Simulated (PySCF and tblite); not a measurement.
4 constitutional isomers of C₄H₇N:

| isomer | SMILES |
| --- | --- |
| A | [CH:1]#[C:2][C@H:3]([CH3:4])[NH2:5] |
| B | [CH3:1][CH2:2][CH2:3][C:4]#[N:5] |
| C | [C-:1]#[N+:2][CH:3]([CH3:4])[CH3:5] |
| D | [CH3:1][CH:2]([CH3:3])[C:4]#[N:5] |

Each isomer is a Boltzmann average at 298.15 K over at most 6 conformers: GFN2-xTB geometries, energies PBE0/pcSseg-1 (IEF-PCM, chloroform) (D3(BJ) added where defined), GIAO shieldings PBE0/pcSseg-1 (IEF-PCM, chloroform), GFN2-xTB thermal terms. Programs: PySCF with density fitting and tblite.

(1) What shifts does each isomer give (ppm)?

H on N, O and S are left out: they exchange, and hydrogen bonds move them by several ppm. Unscaled ¹⁵N shifts at such levels can be off by tens of ppm; differences between conformers or isomers are more reliable. Shifts are unscaled: against experiment ¹³C can be off by 15 ppm or more and ¹H by 0.8 ppm.

Answers

(1) 
A: ¹H (against TMS): 3.71 (H3, 1H), 2.04 (H1, 1H), 1.38 (H4, 3H). ¹³C (against TMS): 96.2 (C2), 77.4 (C1), 42.2 (C3), 26.7 (C4). ¹⁵N (against NH3): 61.2 (N5). H not on carbon is left out.

B: ¹H (against TMS): 2.43 (H3, 2H), 1.74 (H2, 2H), 1.18 (H1, 3H). ¹³C (against TMS): 129.6 (C4), 24.9 (C2), 19.8 (C3), 16.3 (C1). ¹⁵N (against NH3): 283.8 (N5).

C: ¹H (against TMS): 3.84 (H3, 1H), 1.50 (H4/H5, 6H). ¹³C (against TMS): 173.8 (C1), 44.7 (C3), 27.1 (C4/C5). ¹⁵N (against NH3): 217.4 (N2).

D: ¹H (against TMS): 2.70 (H2, 1H), 1.40 (H1/H3, 6H). ¹³C (against TMS): 133.2 (C4), 22.8 (C1/C3), 21.1 (C2). ¹⁵N (against NH3): 281.1 (N5).


¹⁵N shifts are against a computed isolated NH3 molecule, about 20 ppm from the liquid.